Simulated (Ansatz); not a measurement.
How far each method lies from full CI for SnH₂⁺, doublet

Geometry: that of the SnH2, triplet, kept fixed.

```xyz
3

Sn    0.0000   -0.0144    0.0000
H     0.0000    0.8475   -1.4828
H     0.0000    0.8475    1.4828
```

Basis def2-SVP with its core potentials; Ansatz 0.2.0. Correlated methods freeze the noble-gas cores and the filled d shells of p-block atoms, which leaves 5 electrons in 27 orbitals. Prefix R: restricted or restricted open-shell reference; prefix U: unrestricted. Active spaces: valence = (5e, 6o) chosen from the atoms' valence shells. No spin–orbit coupling is included; scalar relativity enters through the core potentials alone.

Full CI is exact within this basis and frozen core; it isn't the basis-set limit. The frozen core follows each run's orbitals, which can shift R against U totals by a few meV for light atoms and by up to 0.1 eV past Ca.

For open shells CISD and CISDTQ are restricted-active-space CI with the open shells as a complete middle space.

The UHF ⟨S²⟩ is 0.761. The T1 diagnostic (RCCSD) is 0.0225. The largest doubles amplitude (RCCSD) is 0.059.

```tsv
level	E − E(RHF) (eV)
RMP2	-1.5231
RCCSD	-2.0514
RCCSD(T)	-2.0873
```

Q: Estimate how far full CI in def2-SVP lies from RCCSD(T). The table doesn't fix it; the size of (T) and the diagnostics are the guide.

A: Full CI in def2-SVP lies 0.31 kcal/mol below RCCSD(T), which is 38 % of the (T) step (-0.83 kcal/mol). The diagnostics give no warning, yet the rest is a sizeable part of (T).

The other levels:

```csv
level,E − E(full CI) (kcal/mol),share of correlation (%),wall time
CISD,2.17,95.52,0.69 s
BCCD(T),0.30,99.37,0.87 s
RCCSDT,-0.01,100.03,–
CISDTQ,0.02,99.96,1.8 s
RCCSDT(Q),-0.02,100.05,3.2 s
CASSCF (valence space),23.00,52.52,–
NEVPT2 (valence space),6.68,86.20,0.81 s
MRCISD (valence space),0.36,99.25,–
MRCISD+Q (valence space),-0.16,100.32,1.1 s
```

The correlation energy at full CI, counted from RHF, is -2.101 eV. That run took 2.4 s on 1 thread of Arm Neoverse V1, shared host over 260,076 determinants.

Run but not shown, since their state, orbitals or frozen core can't be matched to the reference's or they repeat it: UHF, UMP2, UCCSD, UCCSD(T), UCCSDT, UCCSDT(Q).

Times hold each run's SCF and search for its determinant on a shared host, so for small cases they say little of a method's own cost; they ran on 1 thread of Arm Neoverse V1. Some runs computed forces too.

Not variational, and here over 5 meV under the exact energy: MRCISD+Q (valence space).

The full-CI state has the irrep A1 of C2v, in the program's axes.

Natural occupations of full CI about the gap: 1.956 1.939 0.993 0.036 0.025 0.018 0.007 0.006 0.005 0.004; effectively unpaired electrons, Σ n²(2−n)², 1.03.
